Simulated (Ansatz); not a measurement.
C4H5F, SMILES `CC1C=C1F`, relaxed with RKS PBE0-D4/def2-TZVP in the Gaussian-basis code of Ansatz from a PBE-D4/def2-SVP geometry. The force threshold is 0.005 eV/Å; the program also tests the step.

Total charge 0; spin multiplicity 1.

Start:

```xyz
10

C     1.187    0.039    0.539
C     0.015    0.365   -0.374
C    -1.023   -0.726   -0.791
C    -1.398    0.207    0.038
F    -2.360    0.721    0.786
H     1.524    0.939    1.097
H     0.914   -0.741    1.279
H     2.056   -0.329   -0.045
H     0.257    1.147   -1.129
H    -1.171   -1.622   -1.399
```

Q: How much energy does the relaxation release, and in how many steps? (An estimate is asked.)

A: Ansatz gave: 5.60 kJ/mol, in 5 steps.

Q: Which bonds change most? (Best estimate.)

A: The calculation gave: C3–C4 from 1.304 to 1.281 Å; C2–H9 from 1.114 to 1.094 Å; C2–C4 from 1.480 to 1.461 Å; C3–H10 from 1.093 to 1.075 Å.

Q: Give the relaxed structure. (Estimate.)

A: The calculation gave: 
```xyz
10

C     1.176    0.040    0.535
C     0.017    0.365   -0.375
C    -1.013   -0.717   -0.785
C    -1.377    0.201    0.031
F    -2.324    0.708    0.780
H     1.502    0.925    1.089
H     0.898   -0.731    1.258
H     2.033   -0.323   -0.039
H     0.251    1.133   -1.119
H    -1.165   -1.602   -1.376
```
